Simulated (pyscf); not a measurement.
**Hydrogen abstraction: chloromethane (H₃C–Cl) + methyl (CH₃•) → •H₂C–Cl + methane (CH₄)**

Gas phase, doublet surface, charge 0. Bonds broken: C1–H3. Bonds formed: H3–C6. Optimised with ωB97X-D3(BJ)/def2-SVP in PySCF. MP2 and CC: frozen core, UHF for open shells. ΔMP2 is the change of the MP2 total energy from the triple- to the quadruple-zeta basis.

Transition state (Å):

```xyz
9

C      0.1557     0.2733    -0.7591
Cl     1.6464     1.1384    -0.4393
H     -0.4722     0.1520     0.3927
H     -0.5076     0.8467    -1.4186
H      0.3517    -0.7450    -1.1173
C     -1.0271     0.0823     1.6391
H     -1.8957    -0.5814     1.5470
H     -0.2190    -0.3235     2.2600
H     -1.2843     1.1218     1.8772
```

One imaginary mode, 1826i cm⁻¹; descent along it reached the two sides named.

```
bond   change  reactant side (Å)  saddle  product side
-----  ------  -----------------  ------  ------------
C1–H3  breaks              1.098   1.317           3.9
H3–C6   forms                3.0   1.366         1.099
```

Electronic energies relative to the separated reactants (kcal/mol):

```json
[
 {"level": "ωB97X-D3(BJ)/def2-TZVP", "barrier": "12.6", "reaction energy": "-6.5", "reverse barrier": "19.1"},
 {"level": "PBE/def2-TZVP", "barrier": "6.6", "reaction energy": "-8.0", "reverse barrier": "14.7"},
 {"level": "r²SCAN/def2-TZVP", "barrier": "10.3", "reaction energy": "-6.6", "reverse barrier": "16.9"},
 {"level": "B3LYP-D3(BJ)/def2-TZVP", "barrier": "10.7", "reaction energy": "-6.6", "reverse barrier": "17.3"},
 {"level": "PBE0-D3(BJ)/def2-TZVP", "barrier": "9.9", "reaction energy": "-6.7", "reverse barrier": "16.6"},
 {"level": "M06-2X/def2-TZVP", "barrier": "13.6", "reaction energy": "-5.5", "reverse barrier": "19.1"},
 {"level": "ωB97M-D3(BJ)/def2-TZVP", "barrier": "13.7", "reaction energy": "-6.2", "reverse barrier": "19.9"},
 {"level": "HF/def2-TZVP", "barrier": "29.1", "reaction energy": "-2.4", "reverse barrier": "31.5"},
 {"level": "MP2/def2-QZVPP", "barrier": "15.7", "reaction energy": "-4.8", "reverse barrier": "20.5"},
 {"level": "CCSD/def2-TZVPP", "barrier": "17.1", "reaction energy": "-5.0", "reverse barrier": "22.1"},
 {"level": "CCSD(T)/def2-TZVPP", "barrier": "14.9", "reaction energy": "-5.4", "reverse barrier": "20.4"},
 {"level": "CCSD(T)/def2-TZVPP + ΔMP2(QZVPP)", "barrier": "14.8", "reaction energy": "-5.4", "reverse barrier": "20.1"}
]
```

With CCSD(T)/def2-TZVPP + ΔMP2(QZVPP) energies and thermal terms (ideal gas, 1 atm, RRHO with modes under 100 cm⁻¹ raised to 100, one conformer, R ln 2 for chiral ones without a mode under 150 cm⁻¹), in kcal/mol:

```csv
T (K),ΔH‡,ΔG‡,ΔH,ΔG
298,13.3,21.5,-5.2,-5.6
600,13.6,29.8,-5.2,-6.0
900,14.4,37.8,-5.3,-6.4
1200,15.2,45.5,-5.3,-6.8
```

This is the saddle that the search found; another between the same sides may lie lower. The angle at the transferred H is 175°. The CCSD(T) − MP2 part came from Ansatz, without density fitting, on the same reference.
